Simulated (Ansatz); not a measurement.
# SiNH (triplet): PBE0, B3LYP over a scan of the distance Si1–N2, 6-31G

Aim: run SiNH (triplet) with these functionals over a scan of the distance Si1–N2, and hold them against the top wave-function level at the same points.

Method: 6-31G, all electrons in the functionals; program: Ansatz 0.2.0, Gaussian basis.

The runs, in order: PBE0, B3LYP, at 1.391 Å; 1.547 Å; 1.701 Å; 1.882 Å; 2.050 Å; 2.333 Å; 2.693 Å; 3.092 Å; 3.706 Å; 4.575 Å; 5.696 Å.

7 further runs of the same task are left out: 2 for a known fault of the program, 5 that didn't finish. Runs told in other sessions of the task aren't counted.

## Step 1: The system

The geometry derives from a PBE0/def2-TZVP stationary point (not a proven minimum). One bond is set to the value named and the two fragments are kept rigid.

3 atoms, charge 0, spin multiplicity 3.

Atoms are counted from 1 here; the program's logs count them from 0.

Bond lengths: Si1–N2 1.701 Å, N2–H3 1.020 Å. Angles: Si1–N2–H3 125.4°.

No dispersion term is added. B3LYP takes the VWN-RPA correlation.

The geometry shown and the zero of energy belong to the point 1.701 Å. The yardstick, FCI, and other wave-function levels (R restricted, U unrestricted, valence and pair active spaces) come from earlier runs.

## Step 2: PBE0, 1.391 Å

Input file in.yaml:

```yaml
crystal:
  periodic: [false, false, false]
  atoms:
    - {symbol: Si, position_ang: [0.000000, 0.023631, 0.498221]}
    - {symbol: N, position_ang: [0.000000, -0.096354, -0.887594]}
    - {symbol: H, position_ang: [0.000000, 0.680522, -1.548224]}
basis:
  gaussian: {orbitals: 6-31G}
magnetization: {spin_polarized: true, initial_magnetization: 2}
hamiltonian: {xc: {name: PBE0}}
output: {orbitals: {seedname: orbitals}}
```

Command:

```console
$ ansatz run in.yaml --threads 1 --pin off --events-out ev --progress --plain --max-ram 4096MiB --backend cpu
```

After this run come: PBE0, 1.547 Å; PBE0, 1.701 Å; PBE0, 1.882 Å; PBE0, 2.050 Å; PBE0, 2.333 Å; PBE0, 2.693 Å; PBE0, 3.092 Å; PBE0, 3.706 Å; PBE0, 4.575 Å; PBE0, 5.696 Å; B3LYP, 1.391 Å; B3LYP, 1.547 Å; B3LYP, 1.701 Å; B3LYP, 1.882 Å; B3LYP, 2.050 Å; B3LYP, 2.333 Å; B3LYP, 2.693 Å; B3LYP, 3.092 Å; B3LYP, 3.706 Å; B3LYP, 4.575 Å; B3LYP, 5.696 Å.

Before running them: what should the planned runs give, taken together? Wanted: span of the FCI curve; largest miss, PBE0; largest miss, B3LYP.

**Answer**, as computed:

```
             quantity                value
span of the FCI curve             3.488 eV
   largest miss, PBE0  +0.729 eV (5.696 Å)
  largest miss, B3LYP  +0.693 eV (5.696 Å)
```

What this shows: Of the functionals, B3LYP keep the smallest largest miss at the points compared (at most 0.693 eV) and PBE0 strays most (0.729 eV, at 5.696 Å). PBE0, B3LYP clearly break the spin symmetry at some points (⟨S²⟩ up to 1.00 above the pure value), so energy there is bought with a mixed spin. Functionals and the yardstick converge differently with the basis, so part of each miss in 6-31G is the basis.
